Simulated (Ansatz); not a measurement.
**Multireference treatment of CH₅N₂ (charge +1), singlet**

Program: Ansatz, Gaussian basis, development build. Basis cc-pVTZ, nonrelativistic, no frozen core. State-specific CASSCF; RHF is the lowest restricted (open-shell) Hartree–Fock solution met. No symmetry is imposed, so a solution can break that of the shape. No proof that the lowest CASSCF solution was found.

Geometry:

| atom | x (Å) | y (Å) | z (Å) |
| --- | --- | --- | --- |
| N | 0.0000 | -1.1645 | -0.1758 |
| C | 0.0000 | 0.0000 | 0.4307 |
| N | 0.0000 | 1.1645 | -0.1758 |
| H | 0.0000 | -1.2633 | -1.1875 |
| H | 0.0000 | 0.0000 | 1.5163 |
| H | 0.0000 | 1.2633 | -1.1875 |
| H | 0.0000 | -2.0211 | 0.3679 |
| H | 0.0000 | 2.0211 | 0.3679 |

(1) What do CASSCF and its corrections give against RHF in CAS(4,3), and what are the occupations?

(2) Roughly how much CPU time does a whole run from the default start take (median of such runs, summed over threads; nearly all runs on one pinned thread of a shared server, mostly Xeon at 2.3 to 2.6 GHz, by a development driver)?

Answers

(1) CASSCF -0.506 eV, SC-NEVPT2 -16.802 eV; occupations 2.00, 1.97, 0.04.

(2) CAS(4,3): about 12 s. Other jobs ran beside these, and the count of passes differs.
